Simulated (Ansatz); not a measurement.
A nudged elastic band was laid between two geometries of FH3OSi (6 atoms, charge 0, multiplicity 1).

Computed with RKS r2SCANh-D4/def2-SVP (Ansatz 0.2.0).

```json
{
 "movable images": "7",
 "climbing image": "yes",
 "spring": "5.0 eV/Å²",
 "optimiser": "quadratic models (default)",
 "start path": "straight line",
 "force threshold": "0.05 eV/Å",
 "iteration limit": "60",
 "end points": "relaxed"
}
```

Image 0:

```xyz
6
Properties=species:S:1:pos:R:3
Si 0.116 0.036 0.219
H 0.164 0.124 1.700
F 1.637 -0.255 -0.258
H -0.350 1.279 -0.426
O -0.886 -1.161 -0.297
H -0.787 -2.039 0.081
```

Image 8:

```xyz
6
Properties=species:S:1:pos:R:3
Si -0.877 -0.081 0.231
H 1.187 0.163 1.905
F 1.401 0.271 1.008
H -0.578 1.088 -0.703
O -0.540 -1.287 -0.886
H -0.699 -2.170 -0.536
```

**Question.** What changes between the two ends?

**Answer.** Bonds broken: Si1–H2, Si1–F3. Bonds formed: H2–F3. FH3OSi becomes FH + H2OSi.

**Question.** What energy profile does the band end with?

**Answer.** The run converged. The highest image is number 5 of 0 to 8, 353.0 kJ/mol above the first end and 32.9 kJ/mol above the last; the last end lies 320.2 kJ/mol above the first. Neighbouring images differ by up to 1.4 eV, so the band resolves the path poorly. Another band between the same ends (7 images) ends at a top of the same energy, where a vibrational analysis finds 1 clearly imaginary mode. The orbitals stay closed-shell, which can raise the energy where a bond breaks towards radicals; this wasn't checked here.

| image | path coordinate (Å) | energy (kJ/mol) | Si1–H2 (Å) | Si1–F3 (Å) | H2–F3 (Å) |
| --- | --- | --- | --- | --- | --- |
| 0 | 0.00 | 0.0 | 1.48 | 1.62 | 2.48 |
| 1 | 0.28 | 10.8 | 1.48 | 1.62 | 2.31 |
| 2 | 0.56 | 60.3 | 1.48 | 1.63 | 2.02 |
| 3 | 0.85 | 165.3 | 1.49 | 1.70 | 1.71 |
| 4 | 1.13 | 295.7 | 1.54 | 1.84 | 1.42 |
| 5 | 1.41 | 353.0 | 1.67 | 2.00 | 1.15 |
| 6 | 1.72 | 331.2 | 1.98 | 2.25 | 0.97 |
| 7 | 2.03 | 322.2 | 2.35 | 2.40 | 0.93 |
| 8 | 2.34 | 320.2 | 2.67 | 2.43 | 0.93 |

**Question.** What is the geometry of the highest image?

**Answer.** 
```xyz
6
Properties=species:S:1:pos:R:3:forces:R:3
Si -0.427 0.049 0.341 0.00 -0.01 0.02
H 0.740 -0.020 1.531 -0.02 0.00 0.02
F 1.541 0.048 0.712 0.00 0.00 -0.03
H -0.489 1.210 -0.602 0.00 -0.01 -0.01
O -0.698 -1.222 -0.694 0.01 0.02 0.00
H -0.772 -2.082 -0.268 0.00 0.00 0.00
```

The band took 11 iterations and roughly 90 core-seconds.

The run took 89 s on 1 thread of Intel(R) Xeon(R) 6975P-C (Granite Rapids) (shared host), peak memory 0.13 GiB.
